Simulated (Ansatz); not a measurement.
`CC1(C)CO1`. Total charge 0; spin multiplicity 1. The structure was optimised at the PBE0-D4/def2-TZVP level.

```xyz
13

C    -0.532   -0.655   -1.175
C    -0.074    0.145    0.011
C     1.411    0.245    0.204
C    -0.966    0.317    1.155
O    -0.785    1.365    0.216
H    -1.620   -0.645   -1.250
H    -0.119   -0.238   -2.097
H    -0.195   -1.692   -1.095
H     1.850   -0.745    0.355
H     1.647    0.868    1.067
H     1.880    0.689   -0.679
H    -0.546    0.499    2.142
H    -1.949   -0.151    1.147
```

Task: What is the dipole moment at PBE/def2-TZVPP? (Best estimate.)

Result: Ansatz gave: 1.80 D, with components (0.56, -1.68, 0.30) D in this frame, pointing from negative to positive charge.

Task: And with r2SCAN, B3LYP, ωB97M-V? (Estimate.)

Result: Ansatz gave: r2SCAN 1.88 D, B3LYP 1.95 D, ωB97M-V 1.96 D.

Task: Give the Mulliken charges with PBE, r2SCAN, ωB97M-V in def2-TZVPP. (Best estimate.)

Result: Computed: 
| atom | PBE | r2SCAN | ωB97M-V |
| --- | --- | --- | --- |
| C1 | -0.23 | -0.14 | -0.28 |
| C2 | 0.18 | 0.25 | 0.16 |
| C3 | -0.23 | -0.14 | -0.28 |
| C4 | 0.00 | 0.07 | 0.00 |
| O5 | -0.31 | -0.37 | -0.35 |
| H6 | 0.08 | 0.05 | 0.10 |
| H7 | 0.08 | 0.05 | 0.11 |
| H8 | 0.07 | 0.04 | 0.10 |
| H9 | 0.07 | 0.04 | 0.10 |
| H10 | 0.08 | 0.05 | 0.10 |
| H11 | 0.08 | 0.05 | 0.11 |
| H12 | 0.06 | 0.03 | 0.08 |
| H13 | 0.06 | 0.03 | 0.08 |

B3LYP here is the variant with VWN-RPA as its local correlation; programs differ in this.
